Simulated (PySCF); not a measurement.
# Stretching Na₂

Set-up: basis Na def2-TZVP; no relativity; PySCF 2.14. Energies in eV from Na + Na in their ground configurations at the same level. All curves are PBE0. state 1: ¹Σg⁺ (singlet), closed shell; state 2: triplet, unpaired electrons σ ↑↑, a second solution, started from another occupation; state 3: ³Πu (triplet), unpaired electrons σ ↑, π ↑, a second solution, started from another occupation.

```csv
R (Å),state 1,state 2,state 3
2.666,-0.5587,0.6444,1.0435
2.790,-0.6281,0.5087,0.9789
2.914,-0.6699,0.3971,0.9389
3.007,-0.6860,0.3270,0.9226
3.100,-0.6911,0.2670,0.9163
3.193,-0.6867,0.2160,0.9186
3.317,-0.6687,0.1600,0.9331
3.472,-0.6308,0.1059,0.9657
3.658,-0.5690,0.0594,1.0206
3.906,-0.4741,0.0200,1.1114
```

Q: Put a parabola through the three lowest points of the state 1 curve and estimate Re, k and ωe (reduced mass 11.49 u; 1 eV/Å² = 0.16022 mdyn/Å; ωe = 1302.8·√(k/μ) cm⁻¹).

A: Through R = 3.007, 3.1, 3.193 Å the second-order coefficient is 0.549 eV/Å², so Re ≈ 3.103 Å, k ≈ 0.176 mdyn/Å and ωe ≈ 161 cm⁻¹. A polynomial fit of higher order to the unrounded PBE0 energies gives Re = 3.101 Å, k = 0.174 mdyn/Å, ωe = 160 cm⁻¹; anharmonicity and rounding make the difference.

The higher-order fit for each curve: state 1: Re = 3.101 Å, ωe = 160 cm⁻¹, De = 0.69 eV; state 3: Re = 3.119 Å, ωe = 151 cm⁻¹, minimum 0.92 eV above the ground-state fragments. State 2 gave no clean fit.

Closed-shell solutions of metal pairs were not tested for spin polarisation, which can lower them a little. ⟨S²⟩ of the unrestricted solution departs from its pure value on part of the curve, where spin states mix.
